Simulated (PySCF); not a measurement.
## Vertical excitation energies

Species: C₂H₇PS₂.
Numbering: `[CH3:1][S:2][CH2:3][PH2:4]=[S:5]` (hydrogens: H6, H7, H8 on C1; H9, H10 on C3; H11, H12 on P4)

Computed, not measured: PySCF 2.14.0, density-fitted response routines, TDDFT CAM-B3LYP/def2-SVPD, vertical, gas phase, core orbitals frozen in the response. One conformer (not necessarily the lowest) at the GFN2-xTB geometry, without solvent, vibrations or thermal averaging. GFN2-xTB frequencies show an imaginary mode (31i cm⁻¹), so this geometry is no minimum at that level. Torsions of this conformer, `[CH3:1][S:2][CH2:3][PH2:4]=[S:5]`: C1–S2–C3–P4 -75°, S2–C3–P4–S5 141°.

Q: What does the calculation give for the low-lying excited states?

A: 

```
state  E (eV)  E (kJ/mol)  λ (nm)       f   main configurations (H = HOMO, L = LUMO)
   S1    5.43         524   228.5  0.0084     H→L+1 (36%), H-2→L+1 (32%), H→L+2 (9%)
   S2    5.65         546   219.3   0.016                     H→L (46%), H-1→L (18%)
   S3    5.77         557   214.8   0.026      H-1→L (20%), H→L+4 (14%), H→L+3 (13%)
   S4    5.83         562   212.8  0.0067                                H→L+2 (46%)
   S5    5.95         574   208.5  0.0062    H-1→L+2 (20%), H-1→L (16%), H→L+3 (16%)
   S6    6.00         579   206.5   0.034  H-1→L+3 (17%), H→L+2 (16%), H-1→L+4 (15%)
   S7    6.18         596   200.7  0.0098                 H-2→L (45%), H-1→L+2 (14%)
   S8    6.27         605   197.8   0.040                 H→L+4 (18%), H-1→L+2 (15%)
```

Triplets, Tamm–Dancoff:

```csv
state,E (eV),λ (nm),"main configurations (H = HOMO, L = LUMO)"
T1,4.94,251.1,"H→L+1 (32%), H-2→L+1 (30%), H→L+2 (9%)"
T2,5.20,238.4,"H→L (43%), H→L+3 (9%)"
T3,5.29,234.2,"H-1→L (27%), H-1→L+3 (19%), H-1→L+5 (11%)"
```

The lowest singlet lies at 5.43 eV (229 nm, ultraviolet) and is weak; its leading configuration is HOMO→LUMO+1 (36%). The most intense listed level is S8 at 6.27 eV (198 nm, f = 0.040), 0.84 eV above S1. It is the last of those listed, so stronger ones may follow. Löwdin shares by element: HOMO sulfur 75%, phosphorus 12%, carbon 6% or more; LUMO sulfur 48%, hydrogen 14% or more, phosphorus 12% (atoms not listed hold the other 26%). Orbital energies (eV): HOMO-3 -10.95, HOMO-2 -8.59, HOMO-1 -8.12, HOMO -7.93, LUMO 0.78, LUMO+1 0.87, LUMO+2 1.01. The oscillator strengths of these states sum to 0.147; summed over the whole spectrum of an exact calculation they would give the number of electrons, 66 (Thomas–Reiche–Kuhn). Weighted by f, the mean energy of these states is 5.96 eV. Only the lowest 8 singlets were computed, as vertical energies without vibronic structure.
